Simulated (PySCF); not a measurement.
## How good is the calculation?

Structure with atom numbers: `[F:1]/[CH:2]=[CH:3]\[F:4]` (H(Xn): hydrogen on atom n).

Published values to compare with: δ 19F F1/F4 -165.0 ppm (measured; G. Saielli, R. Bini, A. Bagno, Computational 19F NMR. 2. Organic compounds, RSC Adv. 2014, ESI (exp. from Berger-Braun-Kalinowski 1994 and Everett 1995)).
σ 19F F1/F4 361.4 ppm (CCSD(T)/13s9p4d3f + vibration and temperature (MP2); gas, 300 K; M. E. Harding, PhD thesis, Mainz 2008 (Harding, Lenhart, Auer, Gauss, JCP 2008, 128, 244111)).
σ 19F F1/F4 370.7 ppm (CCSD(T)/13s9p4d3f; gas (isolated, no vibration); M. E. Harding, PhD thesis, Mainz 2008 (Harding, Lenhart, Auer, Gauss, JCP 2008, 128, 244111)).
δ 19F F1/F4 -160.6 ppm (CCSD(T)/cc-pVQZ; gas (isolated, no vibration); M. Maurer, PhD thesis, LMU Munich (Maurer, Ochsenfeld, JCTC 2015 SI; set of Flaig et al., JCTC 2014, 10, 572)).

[PySCF: geometry from GFN2-xTB; shieldings: GIAO PBE0/pcSseg-1; one computed conformer; one averaged value for each set of equivalent atoms; in vacuum; relativity neglected]

Q: How close does the calculation come?

A: 
Reference values: measured (G. Saielli, R. Bini, A. Bagno, Computational 19F NMR. 2. Organic compounds, RSC Adv. 2014, ESI (exp. from Berger-Braun-Kalinowski 1994 and Everett 1995)).
```csv
atoms,quantity,reference,computed,"computed, scaled"
F1/F4,δ 19F vs CFCl3,-165.0,-165.2,-163.2
```

Reference values: CCSD(T)/13s9p4d3f + vibration and temperature (MP2) (gas, 300 K; M. E. Harding, PhD thesis, Mainz 2008 (Harding, Lenhart, Auer, Gauss, JCP 2008, 128, 244111)).
| atoms | quantity | reference | computed |
| --- | --- | --- | --- |
| F1/F4 | σ 19F | 361.4 | 336.1 |

Reference values: CCSD(T)/13s9p4d3f (gas (isolated, no vibration); M. E. Harding, PhD thesis, Mainz 2008 (Harding, Lenhart, Auer, Gauss, JCP 2008, 128, 244111)).
```
atoms  quantity  reference  computed
F1/F4     σ 19F      370.7     336.1
```

Reference values: CCSD(T)/cc-pVQZ (gas (isolated, no vibration); M. Maurer, PhD thesis, LMU Munich (Maurer, Ochsenfeld, JCTC 2015 SI; set of Flaig et al., JCTC 2014, 10, 572)).
```json
{"atoms": "F1/F4", "quantity": "δ 19F vs CFCl3 (same level)", "reference": "-160.6", "computed": "-165.2", "computed, scaled": "-163.2"}
```

Absolute shieldings are compared as such; zero-point and thermal motion, absent here, lowers them by some tenths of a ppm for H, a few ppm for C and up to about 10 ppm for F.

Computed shifts are σ(ref) − σ with the named reference compound (TMS for H and C) calculated as an isolated molecule at the same level. The measured values may be among those fitted. Shieldings were converted by a linear fit to measured shifts: 19F: δ = 165.05 − 0.977σ +16.0 on sp3 carbon (rms 1.8 ppm, 16 shifts, 7.9 ppm with the 4 outliers that the fit left out vs CFCl3, solution or neat liquid). Occasional misses reach two or three times the rms, and more in compound classes unlike the fitted ones.

Q: How far are the unscaled 19F shifts from the references?

A: Mean signed difference -2.40 ppm, mean absolute 2.40 ppm over 2 comparisons; the largest is -4.6 ppm at F1/F4 (vinylic fluorine).

Q: How far are the unscaled 19F shieldings from the references?

A: Mean signed difference -29.95 ppm, mean absolute 29.95 ppm over 2 comparisons; the largest is -34.6 ppm at F1/F4 (vinylic fluorine).

4 of the 6 published NMR values on file for this molecule are compared. The rest: other calculations.
